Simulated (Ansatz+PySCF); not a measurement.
# doublet CH3O: levels of theory in one basis

```tsv
atom	x (Å)	y (Å)	z (Å)
C	0.0010	-0.5890	0.0000
O	0.0010	0.7970	0.0000
H	1.0167	-0.8585	0.0000
H	-0.4577	-1.0069	0.9033
H	-0.4577	-1.0069	-0.9033
```

Basis set: cc-pVTZ (spherical functions). Frozen core: 2 orbitals. Correlation on ROHF uses semicanonical orbitals with singles. Charge 0, multiplicity 2.

Computed with Ansatz (development build ahead of 0.2.0); each method stands on the lowest determinant of its kind that the runs found.

```json
{"method": "ROHF", "E − E(ROHF) (eV)": "0.00", "<S²> of the determinant": "0.75"}
{"method": "UHF", "E − E(ROHF) (eV)": "-0.15", "<S²> of the determinant": "0.76"}
{"method": "ROHF-MP2", "E − E(ROHF) (eV)": "-10.17", "<S²> of the determinant": "–"}
{"method": "UHF-MP2", "E − E(ROHF) (eV)": "-10.15", "<S²> of the determinant": "0.76"}
{"method": "UHF-CCSD", "E − E(ROHF) (eV)": "-10.90", "<S²> of the determinant": "0.76"}
```

Problem. What does ROHF-CCSD(T) give on the same scale?

Solution. -11.25 eV.

Problem. Is a single determinant a sound starting point here?

Solution. By this sign, yes. Unrestricted orbitals gain 0.15 eV and <S²> is 0.76 against 0.75 for a pure state.
